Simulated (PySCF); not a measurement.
F₂, SMILES FF.

The structure is a stationary point at B3LYP-D3(BJ)/def2-TZVPD.

Two levels are set side by side: TDDFT-PBE/def2-TZVPD (PySCF) and ADC(3)/aug-cc-pVDZ (PySCF). Vertical, same geometry; the bases differ. Differences are taken from unrounded values.

```csv
quantity,ADC(3)
lowest singlet excitation (eV),4.42
```

What does TDDFT-PBE give, and how far is it from ADC(3)? (The exact figures need the calculation; the answer reports its results.)


| quantity | TDDFT-PBE | TDDFT-PBE minus ADC(3) |
|---|---|---|
| lowest singlet excitation (eV) | 4.45 | 0.03 |

On these quantities the two levels nearly agree.

Rough cost on one machine, each run with all the roots and properties that it gave: ADC(3) against TDDFT-PBE about 20 times.
